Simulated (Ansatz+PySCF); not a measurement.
# doublet SO₂(+): levels of theory in one basis

```xyz
3

S     0.0000   -0.3739    0.0000
O     0.0000    0.1870    1.2575
O     0.0000    0.1870   -1.2575
```

Basis set: cc-pVTZ on O; cc-pV(T+d)Z on S (spherical functions). Frozen core: 7 orbitals. Correlation on ROHF uses semicanonical orbitals with singles. Charge 1, multiplicity 2.

Computed with Ansatz (development build ahead of 0.2.0) and PySCF 2.14.0; each method stands on the lowest determinant of its kind that the runs found.

```csv
method,E − E(ROHF) (eV),<S²> of the determinant
ROHF,0.00,0.75
UHF,-0.30,0.79
ROHF-MP2,-17.74,–
UHF-MP2,-17.49,0.79
```

**Question.** What does ROHF-CCSD(T) give on the same scale?

**Answer.** -18.29 eV.

**Question.** Is a single determinant a sound starting point here?

**Answer.** By this sign, yes. Unrestricted orbitals gain 0.30 eV and <S²> is 0.79 against 0.75 for a pure state.

Caution for UHF, UHF-MP2: the determinant breaks the point group. Caution for ROHF-MP2, UHF-MP2: forces differ strongly between restricted and unrestricted references; MP2 on this radical cation hangs on the determinant chosen.
